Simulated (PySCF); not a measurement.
# LiSi+: bond curves at several levels of theory

Aim: find the lowest electronic state of LiSi+, scan its bond at several levels of theory, and get bond length, wavenumber and dissociation energy from each curve.

Program: PySCF 2.14.0. Level of theory: Li def2-TZVP, Si def2-TZVP, no relativity. These are calculated values, not measurements.

## (1) The job

A driver script around PySCF takes these settings:

```json
{
  "atoms": "Li, Si",
  "charge": "1",
  "basis": "Li def2-TZVP, Si def2-TZVP",
  "Hamiltonian": "no relativity",
  "basis functions": "51",
  "electrons treated": "16",
  "masses in u": "7.0160, 27.9769",
  "levels": "PBE0, PBE, r²SCAN, TPSS, B2PLYP, M06-2X, LC-ωPBE, HF, MP2, SCS-MP2, CCSD, CCSD(T)",
  "grid": "80 radial by 434 angular points",
  "occupations": "held fixed by the projection of orbital angular momentum",
  "dissociation limit": "Li+ + Si, each in its ground configuration",
  "starting distance in angstrom": "2.500",
  "values of 2S to try": "0, 2"
}
```

On the command line:

```sh
$ OMP_NUM_THREADS=1 python dia.py task.json out
```

Further steps of the session: PBE0 along the bond; Other states along the same grid; PBE (GGA); r²SCAN; TPSS; B2PLYP; M06-2X (hybrid meta-GGA); LC-ωPBE; UHF (mean field); Correlated methods on the Hartree–Fock reference.

Q: Predict the outcome of this session. Wanted: for each run, Re; ωe; De; μ.

As calculated:

Lowest PBE0 solution found, without spin–orbit coupling: ³Π (triplet), unpaired electrons σ ↑, π ↑. State 2 has its PBE0 minimum 0.26 eV higher, as a spin-mixed determinant (⟨S²⟩ = 1.02), so this is no gap between pure states. State 3 has its PBE0 minimum 0.48 eV higher. The other levels ran on the lowest alone.

```tsv
level	Re (Å)	ωe (cm⁻¹)	De (eV)	μ (D)
UHF	2.784	267.3	0.69	-7.68
UHF-MP2	2.776	266.3	0.67	n/a
UHF-SCS-MP2	2.779	266.1	0.67	n/a
UHF-CCSD	2.774	266.2	0.66	n/a
UHF-CCSD(T)	2.774	266.0	0.66	n/a
PBE	2.759	264.2	0.78	-7.28
TPSS	2.753	269.7	0.77	-7.36
r²SCAN	2.779	260.7	0.68	-7.56
PBE0	2.744	272.6	0.76	-7.34
M06-2X	2.733	268.7	0.73	-7.33
LC-ωPBE	2.719	284.5	0.74	-7.39
B2PLYP	2.751	270.2	0.74	-7.42
```

De is counted to Li+ + Si in their ground configurations. A positive dipole points from Li to Si; in an ion it is taken about the centre of mass and does not tell which atom is negative.

Differences from CCSD(T) in the same basis:

```tsv
level	Re (mÅ)	ωe (%)
UHF	+10	+0.5
UHF-MP2	+2	+0.1
UHF-SCS-MP2	+4	0.0
UHF-CCSD	0	+0.1
PBE	-15	-0.7
TPSS	-21	+1.4
r²SCAN	+5	-2.0
PBE0	-31	+2.5
M06-2X	-41	+1.0
LC-ωPBE	-56	+6.9
B2PLYP	-23	+1.6
```

Against CCSD(T) in the same basis, the bond length is nearest at UHF-CCSD (0 mÅ) and farthest at LC-ωPBE (-56 mÅ); the wavenumber is nearest at UHF-SCS-MP2 (0.0 %) and farthest at LC-ωPBE (+6.9 %). Among the levels with a De in the table, it runs from 0.66 eV (UHF-CCSD(T)) to 0.78 eV (PBE).

Correlated steps freeze 5 core orbitals. B2PLYP dipoles, levels and charges come from its SCF part alone.
